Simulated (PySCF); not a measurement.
## Spin–spin coupling constants

Molfile (atoms numbered from 1):
```
CH7BN
     RDKit          3D

 10  9  0  0  0  0  0  0  0  0999 V2000
   -1.3094   -0.1080   -0.1116 B   0  0  0  0  0  0  0  0  0  0  0  0
    0.0601    0.5763   -0.3403 N   0  0  0  0  0  0  0  0  0  0  0  0
    1.1877   -0.2702   -0.1167 C   0  0  0  0  0  0  0  0  0  0  0  0
   -1.4846   -1.0107   -0.9688 H   0  0  0  0  0  0  0  0  0  0  0  0
   -2.2285    0.7386   -0.2235 H   0  0  0  0  0  0  0  0  0  0  0  0
   -1.4083   -0.6507    1.0377 H   0  0  0  0  0  0  0  0  0  0  0  0
    0.1359    1.3843    0.2760 H   0  0  0  0  0  0  0  0  0  0  0  0
    1.1649   -1.1150   -0.8323 H   0  0  0  0  0  0  0  0  0  0  0  0
    1.2463   -0.7551    0.8966 H   0  0  0  0  0  0  0  0  0  0  0  0
    2.1603    0.2493   -0.2723 H   0  0  0  0  0  0  0  0  0  0  0  0
  1  2  1  0
  2  3  1  0
  1  4  1  0
  1  5  1  0
  1  6  1  0
  2  7  1  0
  3  8  1  0
  3  9  1  0
  3 10  1  0
M  CHG  1   1  -1
M  END
```

Indirect spin–spin couplings were computed at B3LYP/pcJ-1 (spin–dipole term only in couplings to heteroatoms) (PySCF 2.14.0 with density-fitted response routines) on a PBE0-D3(BJ)/def2-SVP structure, for the isolated molecule, without vibrational or relativistic corrections. Couplings are averaged over pairs made equivalent by symmetry, fast rotation or ring inversion, so a value needn't be that of the named pair in this geometry, while other rotamers aren't included; one pair stands for each set, and the list holds those of at least 0.8 Hz over up to four bonds.

Isotopes: $^{13}$C, $^{1}$H, $^{11}$B, $^{15}$N.

```
  pair  bonds  J (Hz)
B1, N2      1   -12.9
B1, H4      1    91.0
N2, C3      1       ?
N2, H7      1   -60.5
C3, H8      1   128.7
B1, C3      2       ?
B1, H7      2    -3.4
N2, H4      2       ?
N2, H8      2       ?
C3, H7      2       ?
H4, H5      2    -8.1
H8, H9      2   -11.0
B1, H8      3     4.7
C3, H4      3     9.7
H4, H7      3     4.6
H7, H8      3     8.3
```

Q: Estimate the withheld couplings, with signs.

A: 
- $^{1}J$(N2,C3) = -2.7 Hz (bond length 1.428 Å)
- $^{2}J$(B1,C3) = -1.2 Hz (angle at N2 114°)
- $^{2}J$(N2,H4) = -2.4 Hz (mean over equivalent pairs that range from -4.1 to 0.7 Hz in this conformer)
- $^{2}J$(N2,H8) = -1.9 Hz (mean over equivalent pairs that range from -3.6 to -0.5 Hz in this conformer)
- $^{2}J$(C3,H7) = -3.1 Hz (angle at N2 108°)
